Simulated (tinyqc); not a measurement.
MP2 on RHF in the sto-6g basis, for H2O, spin multiplicity 1, step by step (part 2 of 2). Computed by tinyqc, a small Python program that keeps every step (integrals from PySCF). Command: `OMP_NUM_THREADS=1 python tinyqc.py 22405 22406 out.jsonl` (the two numbers bound the seeds that draw the settings). One thread of a shared host (Intel(R) Xeon(R) Processor @ 2.60GHz), about 0.2 s of CPU time with the checks.

Geometry (angstrom):
```
atom         x          y         z
O     0.000000   0.000000  0.000000
H     0.000000   0.934000  0.588000
H     0.000000  -0.941000  0.593000
```

## Second-order Moller-Plesset energy

orbital energies (hartree): MO1 -20.507403, MO2 -1.203452, MO3 -0.560207, MO4 -0.413891, MO5 -0.383209, MO6 0.437180, MO7 0.602854

Hartree-Fock energy = -75.64250324 hartree

Given earlier and not repeated: Two-electron integrals over orbitals (pq|rs).

E2 = sum_ijab (ia|jb) [2 (ia|jb) - (ib|ja)] / (e_i + e_j - e_a - e_b) over occupied i, j and virtual a, b; the opposite-spin part is (ia|jb)^2 / denominator, the rest is same-spin, and SCS-MP2 scales them by 6/5 and 1/3.

Terms (the 40 largest of 68):
```
i  j  a  b    (ia|jb)    (ib|ja)  denominator       term
3  3  7  7   0.156390   0.156390    -2.326122  -0.010514
4  3  6  7  -0.094804  -0.055860    -2.014132  -0.006295
3  4  7  6  -0.094804  -0.055860    -2.014132  -0.006295
4  4  6  6   0.089400   0.089400    -1.702142  -0.004696
3  3  6  6   0.083432   0.083432    -1.994774  -0.003490
2  3  6  7  -0.071136  -0.028634    -2.803693  -0.002883
3  2  7  6  -0.071136  -0.028634    -2.803693  -0.002883
2  2  6  6   0.093354   0.093354    -3.281264  -0.002656
4  4  7  7   0.066802   0.066802    -2.033490  -0.002195
2  4  6  6   0.064145   0.064145    -2.491703  -0.001651
4  2  6  6   0.064145   0.064145    -2.491703  -0.001651
2  2  7  7   0.069440   0.069440    -3.612611  -0.001335
5  5  6  6   0.033891   0.033891    -1.640779  -0.000700
4  3  7  6  -0.055860  -0.094804    -2.014132  -0.000469
3  4  6  7  -0.055860  -0.094804    -2.014132  -0.000469
5  5  7  7   0.025849   0.025849    -1.972126  -0.000339
2  3  7  6  -0.028634  -0.071136    -2.803693   0.000142
3  2  6  7  -0.028634  -0.071136    -2.803693   0.000142
2  4  7  7  -0.017849  -0.017849    -2.823050  -0.000113
4  2  7  7  -0.017849  -0.017849    -2.823050  -0.000113
1  2  7  7   0.020173   0.020173   -22.916562  -0.000018
2  1  7  7   0.020173   0.020173   -22.916562  -0.000018
1  1  6  6   0.027184   0.027184   -41.889167  -0.000018
1  1  7  7   0.021066   0.021066   -42.220514  -0.000011
4  3  6  6  -0.003674  -0.003674    -1.848458  -0.000007
3  4  6  6  -0.003674  -0.003674    -1.848458  -0.000007
1  4  7  7  -0.010782  -0.010782   -22.127002  -0.000005
4  1  7  7  -0.010782  -0.010782   -22.127002  -0.000005
3  1  7  6   0.005136  -0.002757   -22.107644  -3.03e-06
1  3  6  7   0.005136  -0.002757   -22.107644  -3.03e-06
4  3  7  7   0.002434   0.002434    -2.179806  -2.72e-06
3  4  7  7   0.002434   0.002434    -2.179806  -2.72e-06
2  1  6  6   0.007754   0.007754   -22.585215  -2.66e-06
1  2  6  6   0.007754   0.007754   -22.585215  -2.66e-06
3  2  7  7   0.002457   0.002457    -2.969366  -2.03e-06
2  3  7  7   0.002457   0.002457    -2.969366  -2.03e-06
4  2  6  7  -0.001938  -0.001482    -2.657377  -1.75e-06
2  4  7  6  -0.001938  -0.001482    -2.657377  -1.75e-06
3  1  6  7  -0.002757   0.005136   -22.107644  -1.33e-06
1  3  7  6  -0.002757   0.005136   -22.107644  -1.33e-06
```

Pair energies (hartree; pair i-j sums ij and ji):
```
pair  opposite spin  same spin
1-1       -0.000028          0
2-1       -0.000041          0
2-2       -0.003991          0
3-1       -3.08e-06  -0.000006
3-2       -0.004201  -0.001289
3-3       -0.014005          0
4-1       -0.000011  -7.94e-10
4-2       -0.003533  -1.56e-07
4-3       -0.012043  -0.001506
4-4       -0.006891          0
5-5       -0.001039          0
```

MP2 correlation energy = -0.04858612 hartree

SCS-MP2 correlation energy = -0.05587634 hartree

MP2 total energy = -75.69108936 hartree
